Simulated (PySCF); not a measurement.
Compound: bicyclo[2.1.0]pent-2-ene, C₅H₆.
Numbering: `[CH:1]1=[CH:2][C@@H:3]2[CH2:4][C@H:5]12` (hydrogens: H6 on C1; H7 on C2; H8 on C3; H9, H10 on C4; H11 on C5)

Computed by this run: PBE0-D3(BJ)/def2-TZVP geometry optimisation, gas phase in PySCF 2.14.0; density fitting, grid level 2; the optimiser is geomeTRIC in internal coordinates, started from a GFN2-xTB structure with every atom displaced at random (about 0.01 Å).

Step 2: E = -5275.3210 eV
```
atom  x, y, z in Å  |  force x, y, z in eV/Å
C1      0.5670   -0.1747   -1.1996    0.815  -0.333   0.363
C2      1.3458    0.0105   -0.1225   -0.232   0.268   0.030
C3      0.2115    0.5552    0.7148   -0.392   0.252  -0.317
C4     -0.9240   -0.4593    0.7118    0.251   0.020   0.434
C5     -0.6641    0.3725   -0.5034   -0.007  -0.530  -0.814
H6      0.7971   -0.7569   -2.0914   -0.458   0.259  -0.075
H7      2.3586   -0.2669    0.1440   -0.021  -0.077  -0.040
H8      0.1592    1.4521    1.3187    0.207  -0.149   0.173
H9     -0.6750   -1.5171    0.6904    0.008   0.078   0.021
H10    -1.7564   -0.1994    1.3599   -0.178   0.032  -0.185
H11    -1.3857    1.0176   -0.9906    0.008   0.179   0.410
```

Step 3: E = -5275.3996 eV
```
atom  x, y, z in Å  |  force x, y, z in eV/Å
C1      0.5995   -0.1828   -1.2003   -0.044  -0.095   0.407
C2      1.3590    0.0201   -0.1139   -0.141  -0.049  -0.162
C3      0.2087    0.5570    0.7017   -0.335  -0.036   0.008
C4     -0.9230   -0.4617    0.7291    0.381  -0.078   0.026
C5     -0.6523    0.3275   -0.5163    0.094  -0.054  -0.393
H6      0.7427   -0.7085   -2.1343    0.066   0.004  -0.078
H7      2.3679   -0.2585    0.1588    0.068  -0.009   0.008
H8      0.1809    1.4445    1.3164    0.065   0.011   0.074
H9     -0.6772   -1.5215    0.7465   -0.008   0.096   0.027
H10    -1.8012   -0.1797    1.3029   -0.020   0.030  -0.016
H11    -1.3712    0.9974   -0.9584   -0.126   0.181   0.098
```

**Question.** Estimate the geometry and energy of step 4. (The exact step hangs on the optimiser's Hessian estimate; all steps are aligned on step 3, rigid shifts and turns removed.)

**Answer.** E = -5275.4069 eV, largest force 0.235 eV/Å
```
atom  x, y, z in Å  |  force x, y, z in eV/Å
C1      0.5928   -0.1992   -1.1864   -0.076   0.097  -0.109
C2      1.3514    0.0156   -0.1067    0.049   0.002  -0.072
C3      0.2002    0.5709    0.6950   -0.136  -0.106   0.020
C4     -0.9050   -0.4637    0.7192   -0.088   0.157   0.151
C5     -0.6576    0.3371   -0.5278    0.185  -0.103  -0.080
H6      0.7269   -0.7213   -2.1244    0.108  -0.039  -0.029
H7      2.3590   -0.2694    0.1707    0.000   0.002   0.007
H8      0.1814    1.4528    1.3198    0.018  -0.021   0.036
H9     -0.6427   -1.5170    0.7364    0.001   0.035  -0.008
H10    -1.7933   -0.1953    1.2845   -0.024  -0.015   0.047
H11    -1.3792    1.0233   -0.9481   -0.038  -0.009   0.037
```

The energy changes by -0.0073 eV. The first-order estimate −F·Δx gives -0.0245 eV and the mean of the old and new forces, exact on a quadratic surface, -0.0073 eV. The step makes an angle of 67° with the force vector and moves no atom by more than 0.036 Å.

What follows is the cost of the whole optimisation. The run took 2.7 min of wall time on one thread, Arm Neoverse V1 (aarch64), shared host, and the process peaked at 0.89 GiB of memory.
